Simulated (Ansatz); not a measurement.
Relative stability

Two relaxed structures of Al₂SiH₆, singlet (PBE0-D4/def2-TZVP; forces vanish, vibrations not checked).

A:

```json
{"atom": "Al1", "x (Å)": "-1.2711", "y (Å)": "1.0386", "z (Å)": "-1.2530"}
{"atom": "Al2", "x (Å)": "1.4381", "y (Å)": "-1.4222", "z (Å)": "0.4456"}
{"atom": "Si3", "x (Å)": "-0.1927", "y (Å)": "0.3545", "z (Å)": "0.8284"}
{"atom": "H4", "x (Å)": "-2.5829", "y (Å)": "0.2975", "z (Å)": "-1.7577"}
{"atom": "H5", "x (Å)": "-0.6257", "y (Å)": "2.1753", "z (Å)": "-2.1563"}
{"atom": "H6", "x (Å)": "0.4925", "y (Å)": "1.5327", "z (Å)": "1.4416"}
{"atom": "H7", "x (Å)": "2.9438", "y (Å)": "-1.0651", "z (Å)": "0.0851"}
{"atom": "H8", "x (Å)": "0.9882", "y (Å)": "-2.9458", "z (Å)": "0.4770"}
{"atom": "H9", "x (Å)": "-1.2313", "y (Å)": "-0.1255", "z (Å)": "1.7901"}
```

B:

```xyz
9
angstrom
Al -1.5683 1.2614 -1.4592
Al 0.1728 0.8766 0.4137
Si 1.1163 -1.3543 0.8746
H -3.1342 1.1125 -1.1941
H -1.1295 1.6308 -2.9473
H 0.6588 2.0718 1.3551
H 2.4656 -1.3281 1.5079
H 1.2154 -2.1889 -0.3584
H 0.2031 -2.0818 1.8078
```

Computed with Ansatz 0.2.0 (basis: def2-TZVPP); correlated methods freeze the cores. B3LYP uses VWN-RPA correlation.

Which structure is lower at CCSD(T), and by how much? (To be estimated.)

By the calculation: A, by 0.124 eV (electronic energy, against the other). By their contacts, A is Al₂SiH₆ ([AlH2][SiH2][AlH2]) and B is Al₂SiH₆ ([AlH2][AlH][SiH3]).

All methods give the same order:

```
   method  E(B) − E(A) (eV)
   PBE-D4             0.147
r2SCAN-D4             0.180
  PBE0-D4             0.138
 B3LYP-D4             0.144
  wB97M-V             0.185
       HF             0.053
      MP2             0.170
     CCSD             0.105
  CCSD(T)             0.124
```

No T1 diagnostic of these runs exceeds 0.015.

Labels in which every atom is bracketed show which atoms are joined, not bond orders.

For scale, one of the runs: CCSD(T)/def2-TZVPP, 210 basis functions, launched by `ansatz run in.yaml --threads 2 --pin off --events-out ev --progress --plain --max-ram 4352MiB`. Hardware: 2 CPU threads of an Arm Neoverse V1, shared host. Wall time 45 s; peak host memory 2.4 GiB.
